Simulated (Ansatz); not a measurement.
The input (input.yaml):

```yaml
crystal:
  periodic: [false, false, false]
  atoms:
    - { symbol: C, position_ang: [-0.3377, -1.7198, 0.4256] }
    - { symbol: C, position_ang: [0.0482, -0.3087, -0.0238] }
    - { symbol: C, position_ang: [0.9536, -0.1735, -1.197] }
    - { symbol: S, position_ang: [1.5656, -1.3835, -2.2261] }
    - { symbol: C, position_ang: [-0.3508, 0.7911, 0.6093] }
    - { symbol: "N", position_ang: [-0.0957, 2.1419, 0.393] }
    - { symbol: H, position_ang: [0.505, -2.2957, 0.6699] }
    - { symbol: H, position_ang: [-0.9854, -1.6178, 1.2973] }
    - { symbol: H, position_ang: [-0.9602, -2.151, -0.3324] }
    - { symbol: H, position_ang: [1.3735, 0.8452, -1.3304] }
    - { symbol: H, position_ang: [-1.0069, 0.6823, 1.5213] }
    - { symbol: H, position_ang: [-0.15065, 2.71271, 1.22201] }
    - { symbol: H, position_ang: [0.76603, 2.33884, -0.12062] }
basis:
  gaussian: { orbitals: def2-SVP }
hamiltonian:
  xc: r2scanh
relax:
  f_tol: 0.015
  max_steps: 40
```

Launched with:

```bash
$ ansatz run input.yaml --threads 2 --pin off --max-ram 3072MiB --backend cpu --events-out ev --progress --plain --runs-dir out
```

Hardware: 2 threads of Arm Neoverse V2 (shared host).

Task: Roughly how long does this run take, and how much memory?

Result: 55 s, with a peak of 0.31 GiB, for 10 ionic steps.
